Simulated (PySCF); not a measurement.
PySCF input (PBE0/def2-TZVPD):

```python
import numpy as np, basis_set_exchange as bse
from pyscf import gto, scf, dft, df
from pyscf.prop.polarizability import rks as pol

basis = {'H': gto.basis.parse(bse.get_basis('def2-TZVPD', elements=['H'], fmt='nwchem')), 'S': gto.basis.parse(bse.get_basis('def2-TZVPD', elements=['S'], fmt='nwchem'))}
mol = gto.M(
    atom='''
    S     0.00184013    0.00030176    0.10309296
    H    -0.00752722    0.96781232   -0.82771199
    H    -0.02191490   -0.97264043   -0.82177540
    ''',
    basis=basis,
    charge=0,
    verbose=4,
    max_memory=2160,
)
mf = dft.RKS(mol, xc='pbe0')
mf.grids.level = 3
mf = mf.density_fit(auxbasis=df.autoaux(mol))
mf.conv_tol = 1e-9
mf.max_cycle = 100
print('smallest overlap eigenvalue', np.linalg.eigvalsh(mol.intor('int1e_ovlp'))[0])
mf.kernel()
dip = mf.dip_moment()
p = pol.Polarizability(mf)
p.max_cycle_cphf = 60
alpha = p.polarizability()
print('polarisability/bohr^3', alpha.trace() / 3)
```

Output:

```
PySCF version 2.14.0

[INPUT] verbose = 4
[INPUT] num. atoms = 3
[INPUT] num. electrons = 18
[INPUT] charge = 0
[INPUT] spin (= nelec alpha-beta = 2S) = 0
[INPUT] symmetry False subgroup None
[INPUT] Mole.unit = angstrom
[INPUT] Symbol           X                Y                Z      unit          X                Y                Z       unit  Magmom
[INPUT]  1 S      0.001840130000   0.000301760000   0.103092960000 AA    0.003477341734   0.000570243755   0.194817459771 Bohr   0.0
[INPUT]  2 H     -0.007527220000   0.967812320000  -0.827711990000 AA   -0.014224384279   1.828900224780  -1.564148971119 Bohr   0.0
[INPUT]  3 H     -0.021914900000  -0.972640430000  -0.821775400000 AA   -0.041413159047  -1.838024030379  -1.552930441905 Bohr   0.0

nuclear repulsion = 12.885338499588
number of shells = 26
number of NR pGTOs = 94
number of NR cGTOs = 64
basis = {'H': [[0, [34.061341, 0.0060251978], [5.1235746, 0.045021094], [1.1646626, 0.20189726]], [0, [0.32723041, 1.0]], [0, [0.10307241, 1.0]], [1, [0.8, 1.0]], [1, [0.095774129632, 1.0]]], 'S': [[0, [60700.928104, 0.00054695944225], [9102.6106854, 0.0042297224557], [2071.4166009, 0.021747824159], [586.02476821, 0.085100053589], [190.55395021, 0.24799128459], [67.63038426, 0.46703640406], [25.127306905, 0.3643458755]], [0, [112.5746301, 0.02167004024], [34.795554217, 0.09360230176], [6.5115556215, -0.26068001422]], [0, [3.2399032261, 1.2842089435], [1.5477160881, 0.66036416584]], [0, [0.40541030112, 1.0]], [0, [0.14550651059, 1.0]], [0, [0.05017883954, 1.0]], [1, [564.36716027, 0.0024796796317], [133.42624379, 0.01967793025], [42.468271189, 0.089980008258], [15.61652758, 0.25705880575], [6.1093988469, 0.43515167292]], [1, [2.4404160198, 0.34883240595]], [1, [0.83882201296, 1.0]], [1, [0.312887469, 1.0]], [1, [0.10770109004, 1.0]], [1, [0.030359833649, 1.0]], [2, [3.756, 0.2], [0.812, 1.0]], [2, [0.273, 1.0]], [2, [0.08154702497, 1.0]], [3, [0.557, 1.0]]]}
ecp = {}
ETB for H: l = 0, exps = 0.191548259264 * 1.8^n , n = 0..10
ETB for H: l = 1, exps = 0.191548259264 * 2^n , n = 0..4
ETB for H: l = 2, exps = 0.191548259264 * 2.2^n , n = 0..3
ETB for S: l = 0, exps = 0.060719667298 * 1.8^n , n = 0..19
ETB for S: l = 1, exps = 0.060719667298 * 1.8^n , n = 0..16
ETB for S: l = 2, exps = 0.060719667298 * 1.8^n , n = 0..15
ETB for S: l = 3, exps = 0.111906858619 * 2.2^n , n = 0..9
ETB for S: l = 4, exps = 0.16309404994 * 2.2^n , n = 0..6
smallest overlap eigenvalue 0.0012512652565758176

******** <class 'pyscf.df.df_jk.DFRKS'> ********
method = DFRKS
initial guess = minao
damping factor = 0
level_shift factor = 0
DIIS = <class 'pyscf.scf.diis.CDIIS'>
diis_start_cycle = 1
diis_space = 8
diis_damp = 0
SCF conv_tol = 1e-09
SCF conv_tol_grad = None
SCF max_cycles = 100
direct_scf = False
XC library pyscf.dft.libxc version 7.1.2
    S. Lehtola, C. Steigemann, M. J. T. Oliveira, and M. A. L. Marques,  SoftwareX 7, 1–5 (2018)
XC functionals = pbe0
    C. Adamo and V. Barone,  J. Chem. Phys. 110, 6158 (1999)
    M. Ernzerhof and G. E. Scuseria,  J. Chem. Phys. 110, 5029 (1999)
radial grids:
    Treutler-Ahlrichs [JCP 102, 346 (1995); DOI:10.1063/1.469408] (M4) radial grids

becke partition: Becke, JCP 88, 2547 (1988); DOI:10.1063/1.454033
pruning grids: <function nwchem_prune>
grids dens level: 3
symmetrized grids: False
atomic radii adjust function: <function treutler_atomic_radii_adjust>
small_rho_cutoff = 0
Set gradient conv threshold to 3.16228e-05
Initial guess from minao.
tot grids = 38496
******** <class 'pyscf.df.df.DF'> ********
auxbasis = {'H': [[0, [np.float64(68.39167820189891), 1]], [0, [np.float64(37.99537677883273), 1]], [0, [np.float64(21.108542654907072), 1]], [0, [np.float64(11.726968141615039), 1]], [0, [np.float64(6.514982300897243), 1]], [0, [np.float64(3.61943461160958), 1]], [0, [np.float64(2.0107970064497662), 1]], [0, [np.float64(1.117109448027648), 1]], [0, [np.float64(0.62061636001536), 1]], [0, [np.float64(0.3447868666752), 1]], [0, [np.float64(0.191548259264), 1]], [1, [np.float64(3.064772148224), 1]], [1, [np.float64(1.532386074112), 1]], [1, [np.float64(0.766193037056), 1]], [1, [np.float64(0.383096518528), 1]], [1, [np.float64(0.191548259264), 1]], [2, [np.float64(2.0396058646430726), 1]], [2, [np.float64(0.9270935748377601), 1]], [2, [np.float64(0.4214061703808), 1]], [2, [np.float64(0.191548259264), 1]]], 'S': [[0, [np.float64(4300.381453866025), 1]], [0, [np.float64(2389.100807703347), 1]], [0, [np.float64(1327.2782265018595), 1]], [0, [np.float64(737.376792501033), 1]], [0, [np.float64(409.65377361168504), 1]], [0, [np.float64(227.58542978426948), 1]], [0, [np.float64(126.43634988014969), 1]], [0, [np.float64(70.24241660008317), 1]], [0, [np.float64(39.02356477782398), 1]], [0, [np.float64(21.67975820990221), 1]], [0, [np.float64(12.044310116612339), 1]], [0, [np.float64(6.691283398117966), 1]], [0, [np.float64(3.717379665621092), 1]], [0, [np.float64(2.065210925345051), 1]], [0, [np.float64(1.1473394029694728), 1]], [0, [np.float64(0.6374107794274848), 1]], [0, [np.float64(0.35411709968193605), 1]], [0, [np.float64(0.19673172204552), 1]], [0, [np.float64(0.1092954011364), 1]], [0, [np.float64(0.060719667298), 1]], [1, [np.float64(737.376792501033), 1]], [1, [np.float64(409.65377361168504), 1]], [1, [np.float64(227.58542978426948), 1]], [1, [np.float64(126.43634988014969), 1]], [1, [np.float64(70.24241660008317), 1]], [1, [np.float64(39.02356477782398), 1]], [1, [np.float64(21.67975820990221), 1]], [1, [np.float64(12.044310116612339), 1]], [1, [np.float64(6.691283398117966), 1]], [1, [np.float64(3.717379665621092), 1]], [1, [np.float64(2.065210925345051), 1]], [1, [np.float64(1.1473394029694728), 1]], [1, [np.float64(0.6374107794274848), 1]], [1, [np.float64(0.35411709968193605), 1]], [1, [np.float64(0.19673172204552), 1]], [1, [np.float64(0.1092954011364), 1]], [1, [np.float64(0.060719667298), 1]], [2, [np.float64(409.65377361168504), 1]], [2, [np.float64(227.58542978426948), 1]], [2, [np.float64(126.43634988014969), 1]], [2, [np.float64(70.24241660008317), 1]], [2, [np.float64(39.02356477782398), 1]], [2, [np.float64(21.67975820990221), 1]], [2, [np.float64(12.044310116612339), 1]], [2, [np.float64(6.691283398117966), 1]], [2, [np.float64(3.717379665621092), 1]], [2, [np.float64(2.065210925345051), 1]], [2, [np.float64(1.1473394029694728), 1]], [2, [np.float64(0.6374107794274848), 1]], [2, [np.float64(0.35411709968193605), 1]], [2, [np.float64(0.19673172204552), 1]], [2, [np.float64(0.1092954011364), 1]], [2, [np.float64(0.060719667298), 1]], [3, [np.float64(135.10170567052018), 1]], [3, [np.float64(61.4098662138728), 1]], [3, [np.float64(27.91357555176036), 1]], [3, [np.float64(12.6879888871638), 1]], [3, [np.float64(5.767267675983544), 1]], [3, [np.float64(2.6214853072652473), 1]], [3, [np.float64(1.1915842305751123), 1]], [3, [np.float64(0.5416291957159601), 1]], [3, [np.float64(0.24619508896180003), 1]], [3, [np.float64(0.111906858619), 1]], [4, [np.float64(18.491587725168415), 1]], [4, [np.float64(8.405267147803825), 1]], [4, [np.float64(3.8205759762744655), 1]], [4, [np.float64(1.7366254437611206), 1]], [4, [np.float64(0.7893752017096002), 1]], [4, [np.float64(0.35880690986800007), 1]], [4, [np.float64(0.16309404994), 1]]]}
init E= -399.167787601703
  HOMO = -0.300121291968413  LUMO = -0.0184124726273183  gap/eV = 7.66569
cycle= 1 E= -399.252795995663  delta_E= -0.085  |g|= 0.164  |ddm|= 1.02
  HOMO = -0.247037282289696  LUMO = 0.00350326746539409  gap/eV = 6.81756
cycle= 2 E= -399.25488058004  delta_E= -0.00208  |g|= 0.162  |ddm|= 0.304
  HOMO = -0.276756728689438  LUMO = 0.00126379017636284  gap/eV = 7.56532
cycle= 3 E= -399.262562249427  delta_E= -0.00768  |g|= 0.0143  |ddm|= 0.149
  HOMO = -0.277759683818058  LUMO = 0.00134554767069939  gap/eV = 7.59484
cycle= 4 E= -399.262576254942  delta_E= -1.4e-05  |g|= 0.00119  |ddm|= 0.00591
  HOMO = -0.27754723682148  LUMO = 0.00152951467907283  gap/eV = 7.59407
cycle= 5 E= -399.262576674424  delta_E= -4.19e-07  |g|= 0.000678  |ddm|= 0.0018
  HOMO = -0.277658763712211  LUMO = 0.00147012177121523  gap/eV = 7.59548
cycle= 6 E= -399.262576793882  delta_E= -1.19e-07  |g|= 8.02e-05  |ddm|= 0.000555
  HOMO = -0.277663818303747  LUMO = 0.00146851412135913  gap/eV = 7.59558
cycle= 7 E= -399.262576795905  delta_E= -2.02e-09  |g|= 3.88e-06  |ddm|= 6.07e-05
  HOMO = -0.277663111417514  LUMO = 0.00146897507340209  gap/eV = 7.59557
cycle= 8 E= -399.262576795913  delta_E= -7.45e-12  |g|= 2.94e-07  |ddm|= 6.05e-06
  HOMO = -0.277663199011464  LUMO = 0.00146889010992997  gap/eV = 7.59557
Extra cycle  E= -399.262576795912  delta_E= 2.84e-13  |g|= 1.99e-07  |ddm|= 5.7e-07
converged SCF energy = -399.262576795912
Dipole moment(X, Y, Z, Debye): -0.01826, -0.00299, -1.02319
Isotropic polarizability 24.7869690457
Polarizability anisotropy 0.799466715797
polarisability/bohr^3 24.78696904572531
```
